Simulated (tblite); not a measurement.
Species: C6H6 (charge +1 and doublet state).
Numbering: `[CH3:1][C:2]#[C:3][C:4]=[C+:5][CH3:6]` (hydrogens: H7, H8, H9 on C1; H10, H11, H12 on C6)

A start from a force field or distance geometry was refined with tblite 0.8.0, GFN2-xTB geometry optimisation, gas phase. Values at the start:

```
coordinate    start
     C1–C2  1.460 Å
     C1–H7  1.124 Å
     C2≡C3  1.214 Å
     C3–C4  1.449 Å
  C1–C2–C3   177.6°
  C2–C3–C4   177.4°
```

**Question.** How do these coordinates change at the GFN2-xTB level?

**Answer.** 
```csv
coordinate,GFN2-xTB (Å or °),change
C3–C4,1.328,-0.121
C1–C2,1.405,-0.055
C1–H7,1.095,-0.029
C2≡C3,1.232,+0.018
C2–C3–C4,179.9,+2.5
C1–C2–C3,179.9,+2.3
```

The energy falls by 40.2 kcal/mol over 57 L-BFGS steps, the largest force on an atom goes from 5.97 to 0.008 eV/Å, and the atoms move by 0.820 Å rms after alignment. The bond that changes most is C3–C4 (both ends carbon bonded to 2 C), which shortens by 0.121 Å. Bonds longer at the end by more than 0.005 Å: 1 of 11; shorter: 9. Rotational constants go from 12990, 1424, 1305 to 79389, 1139, 1139 MHz.

Its lowest GFN2-xTB frequency is 10i cm⁻¹, too small to tell a flat minimum from a shallow saddle.

All values are computed, not measured.
